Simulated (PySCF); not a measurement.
## Potential energy of BC⁻ along the bond

Set-up: PySCF, no relativity, basis sets B aug-cc-pVDZ, C aug-cc-pVDZ. Energies in eV from B + C⁻ in their ground configurations at the same level. State: ³Π (triplet), unpaired electrons σ ↑, π ↑.

| R (Å) | PBE | PBE0 |
| --- | --- | --- |
| 1.238 | -4.273 | -4.032 |
| 1.295 | -4.924 | -4.655 |
| 1.353 | -5.304 | -5.006 |
| 1.396 | -5.452 | -5.133 |
| 1.439 | -5.510 | -5.170 |
| 1.482 | -5.496 | -5.135 |
| 1.540 | -5.392 | -5.005 |
| 1.612 | -5.164 | -4.748 |
| 1.698 | -4.804 | -4.358 |
| 1.813 | -4.256 | -3.785 |

Problem. Put a parabola through the three lowest points of the PBE curve and estimate Re, k and ωe (reduced mass 5.742 u; 1 eV/Å² = 0.16022 mdyn/Å; ωe = 1302.8·√(k/μ) cm⁻¹).

Solution. Through R = 1.396, 1.439, 1.482 Å the second-order coefficient is 19.5 eV/Å², so Re ≈ 1.452 Å, k ≈ 6.24 mdyn/Å and ωe ≈ 1358 cm⁻¹. A polynomial fit of higher order to the unrounded PBE energies gives Re = 1.451 Å, k = 5.77 mdyn/Å, ωe = 1306 cm⁻¹; anharmonicity and rounding make the difference.

The higher-order fit for each curve: PBE: Re = 1.451 Å, ωe = 1306 cm⁻¹, De = 5.51 eV; PBE0: Re = 1.438 Å, ωe = 1347 cm⁻¹, De = 5.17 eV.

For an ion De counts to the pair picked by the measured ionisation energies or electron affinities, which need not be the lowest pair at this level. The highest Kohn–Sham level is positive in this anion. Much of that is self-interaction error, but it also means that the finite basis helps to hold the extra electron. The state is the lowest determinant that a PBE0 search found; another state may lie lower at other levels.
